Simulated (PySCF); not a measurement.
**Static response to an electric field**

Compound: ethoxyacetonitrile, C4H7NO.
Numbering: `[CH3:1][CH2:2][O:3][CH2:4][C:5]#[N:6]` (hydrogens: H7, H8, H9 on C1; H10, H11 on C2; H12, H13 on C4)

Cartesian coordinates in Å at the GFN2-xTB level; atoms count from 1:
```
atom  x, y, z in Å
C1     1.633   -0.158   -0.309
C2     0.618    0.689    0.454
O3    -0.410   -0.063    1.073
C4    -1.325   -0.680    0.197
C5    -2.032    0.257   -0.660
N6    -2.561    1.007   -1.340
H7     2.478    0.465   -0.589
H8     1.989   -0.971    0.320
H9     1.203   -0.573   -1.218
H10    1.108    1.195    1.289
H11    0.184    1.448   -0.212
H12   -2.053   -1.188    0.840
H13   -0.836   -1.430   -0.447
```

Level: PBE0/def2-SVPD (PySCF), static field, nuclei fixed, core orbitals frozen in the response. The polarisability tensor in these axes (au):

```
x   62.40 -2.29  5.05
y   -2.29 53.79 -3.97
z    5.05 -3.97 52.60
```

**Question.** Give the principal values, the mean and the anisotropy Δα = √{½[(α1 − α2)² + (α2 − α3)² + (α1 − α3)²]}.

**Answer.** Principal values 48.68, 54.40 and 65.71 au; mean 56.26 au = 8.34 Å³ = 9.28 × 10⁻⁴⁰ C²·m²/J; Δα = 15.02 au (27 % of the mean).

**Question.** What is the dipole moment, and where does it point?

**Answer.** (2.31, -2.05, 0.80) D, 3.18 D in size, pointing from the negative to the positive side. Measured along this direction, the outermost atoms are N6 at the negative end and H8 at the positive end.

**Question.** What molar refraction does this α imply?

**Answer.** Lorentz–Lorenz: R = (4π/3)N_A α = 2.5225 cm³/(mol·Å³) × 8.34 Å³ = 21.0 cm³/mol, in the limit of long wavelengths.

**Question.** Traceless (Buckingham) quadrupole moment about the centre of nuclear charge: eigenvalues?

**Answer.** -13.06, 2.29, 10.77 D·Å. The values depend on the origin, since the dipole doesn't vanish. The electronic extent ⟨r²⟩ about the same centre is 651 bohr², a root-mean-square distance of 1.99 Å for the 46 electrons.

**Question.** What would n − 1 = 2πNα be for an ideal gas of these molecules at 500 K and 1 atm, electronic part alone?

**Answer.** N = p/kT = 1.4678 × 10¹⁹ cm⁻³, so n − 1 = 2π × N × 8.34 × 10⁻²⁴ cm³ = 769 × 10⁻⁶ at long wavelengths, for an ideal gas.

The structure is a single GFN2-xTB conformer in the gas phase; no vibrational or solvent corrections.
